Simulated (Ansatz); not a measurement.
Mulliken charges of C2H4FNO, SMILES `NC1(F)CO1` from ωB97M-V/def2-TZVPP in Ansatz (PBE0-D4/def2-TZVP geometry).

```csv
atom,x (Å),y (Å),z (Å),charge (e)
N1,-0.335,1.131,0.727,-0.231
C2,-0.423,-0.066,0.006,0.332
F3,-1.650,-0.605,0.179,-0.197
C4,0.684,-0.953,-0.275,-0.027
O5,0.032,-0.174,-1.305,-0.303
H6,0.561,1.576,0.584,0.113
H7,-1.073,1.768,0.451,0.122
H8,0.500,-2.022,-0.326,0.106
H9,1.703,-0.654,-0.042,0.086
```

By hand: the dipole of these point charges (1 e Å = 4.8032 D).

Σ q r = (0.366, 0.038, 0.284) e Å, of length 0.465 e Å = 2.23 D.

How does the dipole of the full density compare? (An estimate is asked.)

The calculation gave: (0.372, 0.179, 0.127) e Å, 2.07 D; the point charges give 1.08 times that, at 27° from its direction.

Point charges leave out the atoms' own dipoles, such as those of lone pairs, and Mulliken's split depends on the basis, so the two needn't agree.
